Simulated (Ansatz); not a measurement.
# CHAlO (singlet): RKS PBE0, RPA-PBE over vertical spin and charge gaps and displaced geometries, cc-pVDZ

Aim: run CHAlO (singlet) with these functionals over vertical spin and charge gaps and displaced geometries, and hold them against the top wave-function level at the same points.

Program: Ansatz 0.2.0, Gaussian basis. Level of theory: cc-pVDZ, all electrons in the functionals, frozen cores in the correlation of double hybrids and RPA. These are calculated values, not measurements.

The runs, in order: RKS PBE0, RPA-PBE, at charge 0, singlet; charge 0, triplet; charge 1, doublet; displaced geometry v1; displaced geometry v2 (not every functional at every point).

17 further runs of the same task are left out: 7 that didn't finish, 10 set aside as unsound or not needed.

### 1 The system

The geometry is a PBE0/def2-TZVP stationary point (not a proven minimum).

4 atoms, charge 0, spin multiplicity 1.

Atoms are counted from 1 here; the program's logs count them from 0.

Bond lengths: Al1–C2 2.203 Å, Al1–H4 1.641 Å, C2–O3 1.130 Å. Angles: C2–Al1–H4 84.1°, Al1–C2–O3 160.0°.

No dispersion term is added.

The geometry shown and the zero of energy belong to the point charge 0, singlet. The yardstick, RCCSDT(Q), and other wave-function levels (R restricted, U unrestricted, valence and pair active spaces) come from earlier runs.

### 2 RKS PBE0, charge 0, singlet

The input, in.yaml:

```yaml
crystal:
  periodic: [false, false, false]
  atoms:
    - {symbol: Al, position_ang: [0.000000, -0.113080, 1.406118]}
    - {symbol: C, position_ang: [0.000000, 0.189159, -0.775794]}
    - {symbol: O, position_ang: [0.000000, -0.047504, -1.881062]}
    - {symbol: H, position_ang: [0.000000, 1.527034, 1.462841]}
basis:
  gaussian: {orbitals: cc-pVDZ}
hamiltonian: {xc: {name: PBE0}}
```

Launch:

```bash
ansatz run in.yaml --threads 1 --pin off --events-out ev --progress --plain --max-ram 2393MiB
```

What it wrote:

```text
Functional definition: PBE0
  name "PBE0"
  cite "Adamo & Barone, J. Chem. Phys. 110, 6158 (1999) doi:10.1063/1.478522"
  cite "Perdew, Burke & Ernzerhof, Phys. Rev. Lett. 77, 3865 (1996) doi:10.1103/PhysRevLett.77.3865"
  parent pbe
  parameter a = 0.25
  parameter kappa = 0.804
  parameter beta = 0.06672455060314922
  exchange = (1 - a)*pbe_x(kappa = kappa, mu = beta*pi^2/3) + a*exact_x
  correlation = pbe_c(beta = beta)
488 factors; integrals over basis functions are off by at most 9.2e-4 eV
mean field evaluation 1: about -9687.4381 eV, gradient 2.6e1 eV
mean field evaluation 2: about -9684.5909 eV, gradient 4.8e1 eV
mean field evaluation 4: about -9688.8791 eV, gradient 1.9e0 eV
mean field evaluation 8: about -9688.8953 eV, gradient 9.5e-2 eV
mean field evaluation 16: about -9688.8954 eV, gradient 8.8e-6 eV
mean field -9688.89537463 eV, -356.0603376483 hartree, gradient 8.8e-6 eV, S^2 0.000000; 0 other end points of the search recorded, 0 dependent functions left out
reference -9688.89539712 eV, -356.0603384750 hartree; 14, 14 occupied and 37, 37 virtual orbitals, 488 factors
Total energy: -9688.89539712 eV, -356.0603384750 hartree
```

It took 0.48 s on 1 thread of Intel Xeon 6975P-C, shared host.

### 3 RKS PBE0, displaced geometry v1

The input, in.yaml:

```yaml
crystal:
  periodic: [false, false, false]
  atoms:
    - {symbol: Al, position_ang: [-0.012285, -0.121597, 1.424303]}
    - {symbol: C, position_ang: [-0.013118, 0.164499, -0.768762]}
    - {symbol: O, position_ang: [0.034846, -0.012854, -1.916643]}
    - {symbol: H, position_ang: [-0.067931, 1.498870, 1.457062]}
basis:
  gaussian: {orbitals: cc-pVDZ}
hamiltonian: {xc: {name: PBE0}}
```

Same command.

What it wrote:

```text
Functional definition: PBE0
  name "PBE0"
  cite "Adamo & Barone, J. Chem. Phys. 110, 6158 (1999) doi:10.1063/1.478522"
  cite "Perdew, Burke & Ernzerhof, Phys. Rev. Lett. 77, 3865 (1996) doi:10.1103/PhysRevLett.77.3865"
  parent pbe
  parameter a = 0.25
  parameter kappa = 0.804
  parameter beta = 0.06672455060314922
  exchange = (1 - a)*pbe_x(kappa = kappa, mu = beta*pi^2/3) + a*exact_x
  correlation = pbe_c(beta = beta)
486 factors; integrals over basis functions are off by at most 1.2e-3 eV
mean field evaluation 1: about -9687.4026 eV, gradient 2.7e1 eV
mean field evaluation 2: about -9683.5407 eV, gradient 5.4e1 eV
mean field evaluation 4: about -9688.8385 eV, gradient 2.1e0 eV
mean field evaluation 8: about -9688.8583 eV, gradient 1.1e-1 eV
mean field evaluation 16: about -9688.8584 eV, gradient 2.0e-5 eV
mean field -9688.85835363 eV, -356.0589771520 hartree, gradient 2.0e-5 eV, S^2 0.000000; 0 other end points of the search recorded, 0 dependent functions left out
reference -9688.85837599 eV, -356.0589779735 hartree; 14, 14 occupied and 37, 37 virtual orbitals, 486 factors
Total energy: -9688.85837599 eV, -356.0589779735 hartree
```

Run time: 0.48 s. Hardware: 1 thread of Intel Xeon 6975P-C, shared host.

From charge 0, singlet: +0.037 eV.

### 4 RKS PBE0, displaced geometry v2

The input, in.yaml:

```yaml
crystal:
  periodic: [false, false, false]
  atoms:
    - {symbol: Al, position_ang: [0.060669, -0.106577, 1.402267]}
    - {symbol: C, position_ang: [-0.104205, 0.204036, -0.768051]}
    - {symbol: O, position_ang: [-0.027585, -0.065051, -1.881499]}
    - {symbol: H, position_ang: [0.055524, 1.454218, 1.480618]}
basis:
  gaussian: {orbitals: cc-pVDZ}
hamiltonian: {xc: {name: PBE0}}
```

Same command.

What it wrote:

```text
Functional definition: PBE0
  name "PBE0"
  cite "Adamo & Barone, J. Chem. Phys. 110, 6158 (1999) doi:10.1063/1.478522"
  cite "Perdew, Burke & Ernzerhof, Phys. Rev. Lett. 77, 3865 (1996) doi:10.1103/PhysRevLett.77.3865"
  parent pbe
  parameter a = 0.25
  parameter kappa = 0.804
  parameter beta = 0.06672455060314922
  exchange = (1 - a)*pbe_x(kappa = kappa, mu = beta*pi^2/3) + a*exact_x
  correlation = pbe_c(beta = beta)
486 factors; integrals over basis functions are off by at most 1.2e-3 eV
mean field evaluation 1: about -9687.3026 eV, gradient 2.7e1 eV
mean field evaluation 2: about -9683.7979 eV, gradient 5.2e1 eV
mean field evaluation 4: about -9688.8193 eV, gradient 2.3e0 eV
mean field evaluation 8: about -9688.8433 eV, gradient 1.0e-1 eV
mean field evaluation 16: about -9688.8434 eV, gradient 6.1e-5 eV
mean field -9688.84336118 eV, -356.0584261893 hartree, gradient 6.1e-5 eV, S^2 0.000000; 0 other end points of the search recorded, 0 dependent functions left out
reference -9688.84338395 eV, -356.0584270263 hartree; 14, 14 occupied and 37, 37 virtual orbitals, 486 factors
Total energy: -9688.84338395 eV, -356.0584270263 hartree
```

It took 0.48 s on 1 thread of Intel Xeon 6975P-C, shared host.

From charge 0, singlet: +0.052 eV.

### 5 RPA-PBE, charge 0, singlet

The input, in.yaml:

```yaml
crystal:
  periodic: [false, false, false]
  atoms:
    - {symbol: Al, position_ang: [0.000000, -0.113080, 1.406118]}
    - {symbol: C, position_ang: [0.000000, 0.189159, -0.775794]}
    - {symbol: O, position_ang: [0.000000, -0.047504, -1.881062]}
    - {symbol: H, position_ang: [0.000000, 1.527034, 1.462841]}
basis:
  gaussian: {orbitals: cc-pVDZ}
magnetization: {spin_polarized: true, initial_magnetization: 0}
hamiltonian: {xc: {name: PBE}}
correlation: {method: rpa, electrons: outside_noble_gas}
```

The command is unchanged.

What it wrote, cut to the lines that bear on the results:

```text
Functional definition: PBE
  name "PBE"
  cite "Perdew, Burke & Ernzerhof, Phys. Rev. Lett. 77, 3865 (1996) doi:10.1103/PhysRevLett.77.3865"
  parent pbe
[...]
488 factors; integrals over basis functions are off by at most 9.2e-4 eV
[...]
mean field -9688.42242494 eV, -356.0429570680 hartree, gradient 9.9e-7 eV, S^2 0.000000; 8 other end points of the search recorded, 0 dependent functions left out
7 core orbitals not correlated: weight in the atoms' cores, before any rotation towards them, 1.000 or more for the frozen orbitals, at most 0.000 for the correlated occupied ones
reference -9664.36815851 eV, -355.1589790812 hartree; 7, 7 occupied and 37, 37 virtual orbitals, 488 factors
Total energy: -9680.06653674 eV, -355.7358838405 hartree
```

It took 3.2 s on 1 thread of Intel Xeon 6975P-C, shared host.

From the report: ⟨S²⟩ of the determinant 0.000 (pure singlet: 0.00).

### 6 RPA-PBE, charge 0, triplet

in.yaml: that of step 5 with these lines changed.

```diff
@@ -9,3 +9,3 @@
   gaussian: {orbitals: cc-pVDZ}
-magnetization: {spin_polarized: true, initial_magnetization: 0}
+magnetization: {spin_polarized: true, initial_magnetization: 2}
 hamiltonian: {xc: {name: PBE}}
```

Same command.

What it wrote, cut to the lines that bear on the results:

```text
Functional definition: PBE
  name "PBE"
  cite "Perdew, Burke & Ernzerhof, Phys. Rev. Lett. 77, 3865 (1996) doi:10.1103/PhysRevLett.77.3865"
  parent pbe
[...]
488 factors; integrals over basis functions are off by at most 9.2e-4 eV
[...]
mean field -9687.41184744 eV, -356.0058190298 hartree, gradient 2.6e-6 eV, S^2 2.002006; 4 other end points of the search recorded, 0 dependent functions left out
7 core orbitals not correlated: weight in the atoms' cores, before any rotation towards them, 1.000 or more for the frozen orbitals, at most 0.000 for the correlated occupied ones
reference -9663.64236099 eV, -355.1323065144 hartree; 8, 6 occupied and 36, 38 virtual orbitals, 488 factors
Total energy: -9678.83696344 eV, -355.6906978552 hartree
```

Run time: 2.1 s. Hardware: 1 thread of Intel Xeon 6975P-C, shared host.

From the report: ⟨S²⟩ of the determinant 2.002 (pure triplet: 2.00).

From charge 0, singlet: +1.230 eV.

### 7 RPA-PBE, charge 1, doublet

in.yaml: that of step 6 with these lines changed.

```diff
@@ -9,3 +9,4 @@
   gaussian: {orbitals: cc-pVDZ}
-magnetization: {spin_polarized: true, initial_magnetization: 2}
+total_charge: 1
+magnetization: {spin_polarized: true, initial_magnetization: 1}
 hamiltonian: {xc: {name: PBE}}
```

Launched as before.

What it wrote, cut to the lines that bear on the results:

```text
Functional definition: PBE
  name "PBE"
  cite "Perdew, Burke & Ernzerhof, Phys. Rev. Lett. 77, 3865 (1996) doi:10.1103/PhysRevLett.77.3865"
  parent pbe
[...]
488 factors; integrals over basis functions are off by at most 9.2e-4 eV
[...]
mean field -9680.61777507 eV, -355.7561414756 hartree, gradient 2.5e-6 eV, S^2 0.753242; 0 other end points of the search recorded, 0 dependent functions left out
7 core orbitals not correlated: weight in the atoms' cores, before any rotation towards them, 1.000 or more for the frozen orbitals, at most 0.000 for the correlated occupied ones
reference -9657.65899987 eV, -354.9124220488 hartree; 7, 6 occupied and 37, 38 virtual orbitals, 488 factors
Total energy: -9672.33338074 eV, -355.4516955993 hartree
```

It took 1 s on 1 thread of Intel Xeon 6975P-C, shared host.

From the report: ⟨S²⟩ of the determinant 0.753 (pure doublet: 0.75).

From charge 0, singlet: +7.733 eV.

### 8 RPA-PBE, displaced geometry v1

The input, in.yaml:

```yaml
crystal:
  periodic: [false, false, false]
  atoms:
    - {symbol: Al, position_ang: [-0.012285, -0.121597, 1.424303]}
    - {symbol: C, position_ang: [-0.013118, 0.164499, -0.768762]}
    - {symbol: O, position_ang: [0.034846, -0.012854, -1.916643]}
    - {symbol: H, position_ang: [-0.067931, 1.498870, 1.457062]}
basis:
  gaussian: {orbitals: cc-pVDZ}
magnetization: {spin_polarized: true, initial_magnetization: 0}
hamiltonian: {xc: {name: PBE}}
correlation: {method: rpa, electrons: outside_noble_gas}
```

Same command.

What it wrote, cut to the lines that bear on the results:

```text
Functional definition: PBE
  name "PBE"
  cite "Perdew, Burke & Ernzerhof, Phys. Rev. Lett. 77, 3865 (1996) doi:10.1103/PhysRevLett.77.3865"
  parent pbe
[...]
486 factors; integrals over basis functions are off by at most 1.2e-3 eV
[...]
mean field -9688.44535087 eV, -356.0437995805 hartree, gradient 1.1e-6 eV, S^2 0.000000; 3 other end points of the search recorded, 0 dependent functions left out
7 core orbitals not correlated: weight in the atoms' cores, before any rotation towards them, 1.000 or more for the frozen orbitals, at most 0.000 for the correlated occupied ones
reference -9664.18226210 eV, -355.1521475143 hartree; 7, 7 occupied and 37, 37 virtual orbitals, 486 factors
Total energy: -9680.10185486 eV, -355.7371817575 hartree
```

Run time: 1.3 s. Hardware: 1 thread of Intel Xeon 6975P-C, shared host.

From the report: ⟨S²⟩ of the determinant 0.000 (pure singlet: 0.00).

From charge 0, singlet: -0.035 eV.

### 9 RPA-PBE, displaced geometry v2

The input, in.yaml:

```yaml
crystal:
  periodic: [false, false, false]
  atoms:
    - {symbol: Al, position_ang: [0.060669, -0.106577, 1.402267]}
    - {symbol: C, position_ang: [-0.104205, 0.204036, -0.768051]}
    - {symbol: O, position_ang: [-0.027585, -0.065051, -1.881499]}
    - {symbol: H, position_ang: [0.055524, 1.454218, 1.480618]}
basis:
  gaussian: {orbitals: cc-pVDZ}
magnetization: {spin_polarized: true, initial_magnetization: 0}
hamiltonian: {xc: {name: PBE}}
correlation: {method: rpa, electrons: outside_noble_gas}
```

Launched as before.

What it wrote, cut to the lines that bear on the results:

```text
Functional definition: PBE
  name "PBE"
  cite "Perdew, Burke & Ernzerhof, Phys. Rev. Lett. 77, 3865 (1996) doi:10.1103/PhysRevLett.77.3865"
  parent pbe
[...]
486 factors; integrals over basis functions are off by at most 1.2e-3 eV
[...]
mean field -9688.39898130 eV, -356.0420955302 hartree, gradient 1.5e-6 eV, S^2 0.000000; 5 other end points of the search recorded, 0 dependent functions left out
7 core orbitals not correlated: weight in the atoms' cores, before any rotation towards them, 1.000 or more for the frozen orbitals, at most 0.000 for the correlated occupied ones
reference -9664.22849384 eV, -355.1538464993 hartree; 7, 7 occupied and 37, 37 virtual orbitals, 486 factors
Total energy: -9680.05539808 eV, -355.7354745024 hartree
```

It took 1.5 s on 1 thread of Intel Xeon 6975P-C, shared host.

From the report: ⟨S²⟩ of the determinant 0.000 (pure singlet: 0.00).

From charge 0, singlet: +0.011 eV.

### 10 Against the wave-function levels

The yardstick is RCCSDT(Q), where the cluster series has nearly closed. It comes from earlier runs at the same points. Energies in eV, counted from charge 0, singlet; blanks weren't run or aren't comparable.

```csv
level,singlet to triplet,ionisation to the doublet cation,displacement v1,displacement v2
RCCSDT(Q),1.231,7.576,-0.008,0.032
RKS PBE0,,,0.037,0.052
RPA-PBE,1.230,7.733,-0.035,0.011
```

Largest miss and mean time a point (RCCSDT(Q) took 26 s a point; shared hosts):

```csv
level,largest miss (eV),where,time a point
RKS PBE0,+0.045,displacement v1,0.48 s
RPA-PBE,+0.157,ionisation to the doublet cation,1.8 s
```

### 11 Outcome

| quantity | value |
| --- | --- |
| singlet to triplet, RCCSDT(Q) | 1.231 eV |
| ionisation to the doublet cation, RCCSDT(Q) | 7.576 eV |
| displacement v1, RCCSDT(Q) | -0.008 eV |
| displacement v2, RCCSDT(Q) | 0.032 eV |
| largest miss, RKS PBE0 | +0.045 eV (displacement v1) |
| largest miss, RPA-PBE | +0.157 eV (ionisation to the doublet cation) |

Misses are known at 4 of 4 points at best, and only functionals with that many are ranked. RPA-PBE strays by up to 0.157 eV, at ionisation to the doublet cation. Functionals and the yardstick converge differently with the basis, so part of each miss in cc-pVDZ is the basis.
